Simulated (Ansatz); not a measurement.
An input meant for C3²⁺ (charge 2, singlet).

```yaml
crystal:
  periodic: [false, false, false]
  atoms:
    - {symbol: C, position_ang: [-0.624314, -0.561012, -1.121276]}
    - {symbol: C, position_ang: [0.492557, 0.526416, 0.769205]}
    - {symbol: C, position_ang: [-0.336654, -0.071069, 0.032552]}
basis:
  gaussian: {orbitals: def2-TZVP, final_grid: {core_spheres: 8, valence_spheres: 7, degree: 23}}
total_charge: 2
hamiltonian: {xc: {name: rPW86-PBE}, dispersion: rvv10}
relax: {f_tol: 0.001, max_steps: 1}
output: {forces: true}
```

```sh
$ ansatz run in.yaml --threads 4 --pin off --events-out ev --progress --plain --max-ram 3916MiB
```

Shortened log:

```
Functional definition: rPW86-PBE+rVV10
540 factors; their error is unknown
mean field evaluation 1: about -3055.9592 eV, gradient 9.8e1 eV
mean field evaluation 2: about -2916.6317 eV, gradient 2.1e2 eV
mean field evaluation 4: about -3050.3647 eV, gradient 8.4e1 eV
mean field evaluation 8: about -3076.4017 eV, gradient 8.9e-3 eV
mean field evaluation 16: about -3072.9583 eV, gradient 1.9e1 eV
mean field evaluation 32: about -3075.0228 eV, gradient 6.2e-6 eV
mean field -3076.39742334 eV, -113.0555200509 hartree, gradient 1.4e-5 eV, S^2 0.000000; 6 other end points of the search recorded, 0 dependent functions left out
reference -3076.39748988 eV, -113.0555224959 hartree; 8, 8 occupied and 85, 85 virtual orbitals, 540 factors
relax step   1: F+E_penalty+E_count = -3076.39742334 eV  Δ(F+E_penalty+E_count) = +0.000e0 eV  max|allowed force component| = 2.095e0 eV/Å  Δτ_max = 0.0000 Å  (257 SCF iters, accepted)
Error: geometry relaxation did not converge after 1 steps: max|allowed force component| = 2.10e0 eV/Å (threshold 1.0e-3). Raise `relax.max_steps` over both its present limit and 1, loosen `relax.f_tol`, or start from a geometry closer to equilibrium. Where this run's directory can be resumed (`checkpoint.write`), a resume goes on for up to `relax.max_steps` more
```

Problem. What is wrong with this run?

Solution. The relaxation is allowed too few steps for its threshold. The SCF steps converged, but the relaxation ran out of steps.
